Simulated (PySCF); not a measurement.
isobutane (C₄H₁₀), SMILES CC(C)C. Heavy atoms are numbered as in [CH3:1][CH:2]([CH3:3])[CH3:4]. Hydrogens are named by the atom that carries them.

Coordinates come from a B3LYP-D3(BJ)/def2-SVP optimisation.

Method: PBE0/pcSseg-1 (PySCF).

GIAO shieldings, no solvent; atoms alike by connectivity are averaged. δ = σ(ref) − σ: ¹³C against TMS (σ = 186.3 ppm); ¹H against TMS (σ = 31.56 ppm), references at their B3LYP-D3(BJ)/def2-TZVP geometries, non-relativistic.

```
atoms     nucleus  count  δ (ppm)
--------  -------  -----  -------
C2 (CH)       ¹³C      1        …
C1 (CH3)      ¹³C      3        …
H on C2        ¹H      1     1.82
H on C1        ¹H      9     1.23
```

Problem. Complete the blanks. (The exact figures need the calculation; the answer reports its results.)

Solution. 
- C1 (CH3), δ (ppm): 28.1
- C2 (CH), δ (ppm): 28.6
